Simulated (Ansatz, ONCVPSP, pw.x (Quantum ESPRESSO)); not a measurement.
## Equation-of-state test of one ONCV potential (strontium)

```json
{"Element": "Sr", "Generator": "ONCVPSP 4.0.1", "Type": "optimised norm-conserving Vanderbilt (ONCV)", "Functional": "PBEsol", "Relativity": "scalar-relativistic", "Frozen core": "[Ar] 3d10", "Valence charge": "10", "Reference configuration": "4s2 4p6 5s1.5 5p0.5", "Partial waves": "4s+5s: rc 2.30 bohr, ncon 5, nbas 10, qcut 5.5 1/bohr, 2 projectors; 4p+5p: rc 2.30 bohr, ncon 5, nbas 8, qcut 5.6 1/bohr, 2 projectors; d scattering state at 0.34 Ha: rc 2.20 bohr, ncon 5, nbas 10, qcut 3.7 1/bohr, 2 projectors, debl 0.8 Ha", "Local potential": "polynomial inside 1.50 bohr (lpopt 5, dvloc0 6 Ha)", "Core correction": "none"}
```

In the d channel the program set the typed energies aside and used 0.050, 0.850 Ha.

Crystal test: diamond Sr in pw.x 7.5, no spin, 8³ k-points, Fermi–Dirac smearing 0.01 Ry, cutoffs 35/140 Ry. The reference is all-electron LAPW (Ansatz 0.2.0) with the same functional, mesh and smearing; V0 and B0 come from Birch–Murnaghan fits to the pressures at five volumes. Errors are pseudo minus all-electron; Δ is the rms difference of the E(V) curves that follow from these fits, minima aligned, over ±6 % about the mean V0. Mesh and smearing are coarse, so the numbers serve the comparison and aren't converged zero-temperature values; the lattice is a test structure that the element need not adopt.

All-electron: a0 = 9.339 Å (V0 = 101.82 Å³/atom), B0 = 3.0 GPa.

How far does the potential miss the all-electron equation of state?

mean pressure error (GPa): +0.00; a0 (Å): 9.343; a0 error (%): +0.04; B0 error (%): +0.9; Δ (meV/atom): 0.1.

```json
{"V (Å³/atom)": "96.793", "P all-electron (GPa)": "0.16", "P pseudo (GPa)": "0.16"}
{"V (Å³/atom)": "99.340", "P all-electron (GPa)": "0.07", "P pseudo (GPa)": "0.08"}
{"V (Å³/atom)": "101.887", "P all-electron (GPa)": "-0.00", "P pseudo (GPa)": "0.00"}
{"V (Å³/atom)": "104.434", "P all-electron (GPa)": "-0.07", "P pseudo (GPa)": "-0.07"}
{"V (Å³/atom)": "106.981", "P all-electron (GPa)": "-0.14", "P pseudo (GPa)": "-0.14"}
```

At the middle volume, how do free energy and pressure move when the wave cutoff is lowered (ecutrho kept at four times it)?

```csv
cutoff (Ry),shift of F (meV/atom),shift of P (GPa)
16,+484.0,-2.99
21,+80.8,-0.62
28,+6.0,-0.06
```

The run at the middle volume (29 k-points, 8 iterations) took about 36 s on one core of a shared host (Intel(R) Xeon(R) Platinum 8375C CPU @ 2.90GHz, 128 threads, 992 GiB, load 56).
